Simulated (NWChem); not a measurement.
**CH2BN (SMILES BC#N) at B3LYP/def2-TZVP**

What is the vertical ionisation energy of CH2BN at B3LYP/def2-TZVP? 

The calculation is run with NWChem 7.3.0.

### 1 The structure to begin with

The species is CH2BN (5 atoms), meant as a singlet with charge 0. SMILES: `BC#N`. The shape is that of a PBE0-D4/def2-TZVP optimisation.

Bond lengths: B1–C2 1.522 Å, C2–N3 1.154 Å, B1–H4 1.189 Å, B1–H5 1.189 Å. Angles: B1–C2–N3 180.0°, C2–B1–H4 118.9°, C2–B1–H5 118.9°, H4–B1–H5 122.2°.

### 2 The energy at B3LYP/def2-TZVP

Contents of input.nw:

```
start input
title "CH2BN"
memory total 2200 mb
charge 0

geometry units bohr noautosym nocenter noautoz
  B     -0.41422797     0.83393614    -0.64609736
  C      0.66650640    -1.31657219     0.92728861
  N      1.48626960    -2.94721686     2.12065066
  H     -1.40652315     0.35413468    -2.60328671
  H     -0.23791652     2.93663440     0.12339912
end

basis spherical bse
  B library def2-TZVP
  C library def2-TZVP
  N library def2-TZVP
  H library def2-TZVP
end

dft
  xc b3lyp
  grid xcoarse
  convergence energy 1e-08
  iterations 100
  mulliken
  noprint "final vectors analysis"
end

task dft energy
```

Started as:

```console
nwchem input.nw > input.out
```

Standard output:

```text
[...]
          Wavefunction type:  closed shell.
          No. of atoms     :     5
          No. of electrons :    20
[...]
          Charge           :     0
          Spin multiplicity:     1
[...]
          AO basis - number of functions:   105
[...]
              XC Information
              --------------
                         B3LYP Method XC Potential
                     Hartree-Fock (Exact) Exchange  0.200
                        Slater Exchange Functional  0.800 local
                    Becke 1988 Exchange Functional  0.720 non-local
              Lee-Yang-Parr Correlation Functional  0.810
                  VWN I RPA Correlation Functional  0.190 local
[...]
 d= 0,ls=0.0,diis     1   -118.8536333904 -1.65D+02  8.92D-03  5.81D-01     1.8
[...]
 d= 0,ls=0.0,diis    11   -118.9239635693 -9.58D-11  3.28D-08  1.36D-11    12.1
         Total DFT energy =     -118.923963569300
      One electron energy =     -250.469167093484
           Coulomb energy =      102.401283570503
    Exchange-Corr. energy =      -17.063312402768
 Nuclear repulsion energy =       46.207232356449
[...]
      Total Density - Mulliken Population Analysis
     ---------------------------------------------
    Atom       Charge   Shell Charges
 -----------   ------   -------------------------------------------------------
    1 B    5     4.97   0.91  1.06  0.55  0.51  0.05  0.97  0.75  0.09  0.03  0.04  0.01
    2 C    6     6.11   0.86  1.11  0.59  0.55  0.08  1.32  1.20  0.35  0.02  0.03  0.01
    3 N    7     6.99   0.82  1.15  0.64  0.80  0.26  1.44  1.26  0.59  0.01  0.03  0.00
    4 H    1     0.96   0.27  0.49  0.20  0.01
    5 H    1     0.96   0.27  0.49  0.20  0.01
[...]
```

Wall time 13 s (1 thread of Intel Xeon Platinum 8559C (Emerald Rapids), shared host); peak memory 0.11 GiB.

### 3 The doublet cation, same level

Contents of a.nw:

```
start a
memory 2200 mb
charge 1

geometry units angstroms noautosym nocenter noautoz
   B    -0.219200    0.441300   -0.341900
   C     0.352700   -0.696700    0.490700
   N     0.786500   -1.559600    1.122200
   H    -0.744300    0.187400   -1.377600
   H    -0.125900    1.554000    0.065300
end

basis spherical bse
   * library def2-TZVP
end

dft
   xc b3lyp
   mult 2
   grid xcoarse
   convergence energy 1e-08
   maxiter 100
   mulliken
   noprint "final vectors analysis"
end

task dft energy
```

Started as:

```console
nwchem a.nw > a.out
```

Standard output:

```text
[...]
          Wavefunction type:  spin polarized.
          No. of atoms     :     5
          No. of electrons :    19
[...]
          Charge           :     1
          Spin multiplicity:     2
[...]
          AO basis - number of functions:   105
[...]
              XC Information
              --------------
                         B3LYP Method XC Potential
                     Hartree-Fock (Exact) Exchange  0.200
                        Slater Exchange Functional  0.800 local
                    Becke 1988 Exchange Functional  0.720 non-local
              Lee-Yang-Parr Correlation Functional  0.810
                  VWN I RPA Correlation Functional  0.190 local
[...]
 d= 0,ls=0.0,diis     1   -118.2104535219 -1.64D+02  1.01D-02  4.34D-01     1.4
[...]
 d= 0,ls=0.0,diis    14   -118.4711883622 -8.00D-09  2.44D-07  8.50D-10    15.7
[...]
         Total DFT energy =     -118.471188362150
      One electron energy =     -244.346574657935
           Coulomb energy =       96.390714082368
    Exchange-Corr. energy =      -16.722563482871
 Nuclear repulsion energy =       46.207235696287
[...]
      Total Density - Mulliken Population Analysis
     ---------------------------------------------
    Atom       Charge   Shell Charges
 -----------   ------   -------------------------------------------------------
    1 B    5     4.85   0.92  1.05  0.59  0.54  0.03  0.93  0.69  0.04  0.03  0.03  0.01
    2 C    6     5.83   0.86  1.11  0.61  0.57  0.04  1.28  1.12  0.18  0.02  0.03  0.02
    3 N    7     6.74   0.82  1.15  0.67  0.88  0.30  1.38  1.15  0.34  0.01  0.03  0.00
    4 H    1     0.79   0.24  0.44  0.10  0.01
    5 H    1     0.79   0.24  0.44  0.10  0.01
[...]
      <S2> =      0.7594 (Exact =     0.7500)
[...]
```

Run time: 17 s. Hardware: 1 thread of Intel Xeon Platinum 8559C (Emerald Rapids), shared host; peak memory 0.12 GiB.

### 4 Outcome

Level: B3LYP/def2-TZVP.

```
                                          quantity          value
                       singlet CH2BN: total energy  -118.92396 Eh
                      singlet CH2BN: dipole moment         2.71 D
                      doublet cation: total energy  -118.47119 Eh
                              doublet cation: ⟨S²⟩          0.759
vertical ionisation energy (to the doublet cation)      12.321 eV
```

In words: Removing an electron at fixed nuclei costs 12.32 eV (1189 kJ/mol).
